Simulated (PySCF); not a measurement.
# C5H10O: the cost of one run

Programs: PySCF 2.14.0, with density-fitted response routines of our own. Each step states its level of theory. These are calculated values for one molecule, in the gas phase or a continuum, unless marked as measured. Atoms are numbered from 0 throughout.

## (1) The starting structure

16 atoms, charge 0, multiplicity 1; geometry from: GFN2-xTB. The atoms were then displaced at random by about 0.01 Å, so the start is not that level's minimum.

Bonds of the start (Å): C0–C1 1.32, C1–C2 1.49, C1–C3 1.54, C3–O4 1.38, O4–C5 1.40, C0–H6 1.07, C0–H7 1.06, C2–H8 1.09, C2–H9 1.11, C2–H10 1.09, C3–H11 1.11, C3–H12 1.10, C5–H13 1.08, C5–H14 1.10, C5–H15 1.11.

## (2) Optimising the geometry at PBE0-D3(BJ)/def2-SVP

The job: settings as JSON, then the geometry in Å.

```
{"job": {"xc": "PBE0", "basis": "def2-SVP", "d3": "d3bj", "grid": 1, "shake": 0.01, "kind": "geom"}, "charge": 0, "multiplicity": 1}
C     -1.820020    -1.288860    -0.434920
C     -1.055630    -0.363760     0.112300
C     -1.253110     0.152260     1.498410
C      0.151610     0.236950    -0.630550
O      1.299490     0.006240     0.102510
C      2.437280     0.541580    -0.513130
H     -1.675100    -1.625570    -1.441580
H     -2.665490    -1.672460     0.085920
H     -1.470930     1.223730     1.505640
H     -0.306000     0.027310     2.068540
H     -2.040510    -0.378130     2.026670
H     -0.030730     1.321930    -0.749010
H      0.179770    -0.203750    -1.637880
H      3.268670     0.309280     0.143220
H      2.598990     0.071770    -1.496800
H      2.362670     1.639090    -0.628620
```

Started as:

```sh
OMP_NUM_THREADS=1 python probes_run.py task.json out
```

This one command runs all jobs of the session in turn.

Q: Estimate the wall time and peak memory of this first job on 1 thread of Arm Neoverse V1, shared host.

About 39 s, with a peak of 0.53 GiB.
